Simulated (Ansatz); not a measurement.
Process, species as SMILES: [CH](Cl)Cl → Cl[CH-]Cl (an electron is taken up)
B3LYP-D3(BJ)/def2-TZVP geometries, fixed; electronic energies without zero-point terms; positive where energy is released.
Largest species:
```
C
H 1 1.0785
Cl 1 1.7039 2 117.35
Cl 1 1.7039 2 117.35 3 153.21
```
Charge 0, spin multiplicity 2.

Basis-set convergence of the adiabatic electron affinity at PBE with Ansatz (an electronic-structure program). Cartesian d functions, on some or all atoms, in 6-31G*, 6-31+G*, 6-311+G**; all else is spherical. The program fits the integrals of some runs and decomposes those of others, by size. Open shells are unrestricted. No added dispersion term, no relativity. Functions are those of the species that has most. Reference: the value in aug-pcseg-3, 1.259 eV, itself unsure by roughly 0.003 eV (its mean distance from aug-cc-pV(Q+d)Z, def2-QZVPPD).

```csv
basis,functions,adiabatic electron affinity (eV)
STO-3G,24,-1.291
6-31G,37,(withheld)
6-31G*,55,0.871
def2-SVP,55,0.597
6-31+G*,67,1.307
6-311+G**,90,1.360
"6-311++G(2d,2p)",107,(withheld)
pcseg-2,112,1.154
cc-pV(T+d)Z,122,1.063
def2-TZVPP,129,1.078
def2-TZVPD,138,1.255
"6-311++G(3df,3pd)",151,(withheld)
def2-TZVPPD,156,1.254
aug-pcseg-2,169,1.280
aug-cc-pV(T+d)Z,179,(withheld)
def2-QZVPP,227,1.196
aug-pcseg-3,312,1.259
pcseg-4,372,1.250
```

Complete the blanks.


- 6-31G, adiabatic electron affinity (eV): 1.385
- 6-311++G(2d,2p), adiabatic electron affinity (eV): 1.358
- 6-311++G(3df,3pd), adiabatic electron affinity (eV): 1.263
- aug-cc-pV(T+d)Z, adiabatic electron affinity (eV): 1.282
